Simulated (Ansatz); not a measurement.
I need a rigid torsion scan of C₂H₇NO, SMILES COCN. Use the Python package of Ansatz (0.2.0). Use (for the species named): PBE0, 6-31G* basis, multiplicity 1.

```xyz
11

C    -0.4668    1.3487    0.0527
O    -0.7968    0.0464    0.4074
C     0.3444   -0.7353    0.5067
N     0.5953   -1.5194   -0.6824
H     0.0125    1.4258   -0.9357
H    -1.4652    1.9415   -0.0613
H     0.1047    1.8885    0.8215
H     0.2900   -1.3885    1.3709
H     1.2757   -0.1138    0.7460
H    -0.3420   -2.0581   -0.7551
H     0.5136   -0.8926   -1.4503
```

`torsion_c2h7no.py`:
```python
"""Energy of C2H7NO as one group turns about a bond."""

from dataclasses import dataclass

import ansatz as az
from ase import Atoms


@dataclass(frozen=True)
class Options:
    basis_set: str = "6-31G*"
    functional: str = "pbe0"
    fmax: float = 0.02


settings = Options()

atoms = Atoms(["C", "O", "C", "N", "H", "H", "H", "H", "H", "H", "H"], positions=[
    [-0.4668, 1.3487, 0.0527],
    [-0.7968, 0.0464, 0.4074],
    [0.3444, -0.7353, 0.5067],
    [0.5953, -1.5194, -0.6824],
    [0.0125, 1.4258, -0.9357],
    [-1.4652, 1.9415, -0.0613],
    [0.1047, 1.8885, 0.8215],
    [0.29, -1.3885, 1.3709],
    [1.2757, -0.1138, 0.746],
    [-0.342, -2.0581, -0.7551],
    [0.5136, -0.8926, -1.4503],
])

# start the scan from a relaxed geometry
first = (
    az.Crystal.molecule_from_ase(atoms).calculation()
    .basis(gaussian=settings.basis_set)
    .functional(settings.functional)
    .relax(force_tolerance=settings.fmax, max_steps=80)
)
atoms.positions = first.run(threads=1, pin="off").report["positions_ang"]

start = atoms.get_dihedral(3, 2, 1, 0)
energies = {}
for turn in range(0, 360, 30):
    turned = atoms.copy()
    turned.set_dihedral(3, 2, 1, 0, start + turn, indices=[0, 1, 4, 5, 6])
    job = az.Crystal.molecule_from_ase(turned).calculation()
    job = job.basis(gaussian=settings.basis_set)
    job = job.functional(settings.functional)
    energies[round((start + turn) % 360)] = job.run(threads=1, pin="off").report["free_energy_ev"]
floor = min(energies.values())
print("dihedral N3-C2-O1-C0 (deg)   E - E(min) (kcal/mol)")
for angle, e in sorted(energies.items()):
    print(f"{angle:8d} {23.060548 * (e - floor):14.3f}  " + "#" * int(30 * (e - floor) / max(max(energies.values()) - floor, 1e-9)))
```

Output of `python torsion_c2h7no.py`:
```text
dihedral N3-C2-O1-C0 (deg)   E - E(min) (kcal/mol)
      20          6.669  ###########################
      50          3.169  ############
      80          1.874  #######
     110          3.137  ############
     140          2.681  ##########
     170          1.374  #####
     200          1.960  ########
     230          2.997  ############
     260          1.607  ######
     290          0.000
     320          2.352  #########
     350          7.346  ##############################
```

The scan is rigid and the energies are electronic, in a modest basis. With rigid groups the curve can differ much from the relaxed path, the start wasn't checked as a minimum of this torsion, and equivalent turns needn't return to the same energy. Finished in 51 s on 1 thread of Arm Neoverse V2 (shared host), peak memory 0.22 GiB.

(Lines on the test bed's own set-up are left out of the output.)
